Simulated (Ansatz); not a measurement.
## A geometry optimisation of C2H4Mg with PBE0-D3(BJ)/pcseg-1

The starting geometry of this gas-phase triplet was optimised with GFN2-xTB as a singlet.

```xyz
7

C    -0.4824    0.4685    0.8841
C    -0.7317   -0.1872   -0.2872
Mg   -0.4627   -2.5383   -0.3035
H    -1.7664   -0.2936   -0.6079
H    -0.0092   -0.0905   -1.0957
H     0.5141    0.7888    1.1449
H    -1.2488    0.5843    1.6345
```

Q: Predict what it relaxes into with PBE0-D3(BJ)/pcseg-1.

A: A new bond forms, giving a structure given below by its coordinates. Contacts that close: C1–Mg3 (3.23 → 2.29 Å).

The energy falls by 0.86 eV over 9 steps:

```
step  E − E(last) (eV)
   1             0.865
   2             0.362
   3             0.209
   4             0.106
   5             0.023
   6             0.005
   7             0.000
   8             0.000
   9             0.000
```

Final geometry (Å):

```yaml
atoms:
  - { symbol: C, position_ang: [-0.4440, 0.0950, 0.8663] }
  - { symbol: C, position_ang: [-0.8036, -0.1065, -0.5129] }
  - { symbol: Mg, position_ang: [-0.3109, -2.1478, 0.4079] }
  - { symbol: H, position_ang: [-1.8536, -0.0559, -0.8118] }
  - { symbol: H, position_ang: [-0.0910, 0.1487, -1.3013] }
  - { symbol: H, position_ang: [0.5392, 0.5016, 1.1159] }
  - { symbol: H, position_ang: [-1.2233, 0.2970, 1.6053] }
```

Frequencies at the end are all real (lowest 259 cm⁻¹). Open shells are spin-unrestricted. The triplet needn't be the ground state. Run with Ansatz 0.2.0, 15 s on 1 thread of Intel(R) Xeon(R) 6975P-C (Granite Rapids), on a shared host.
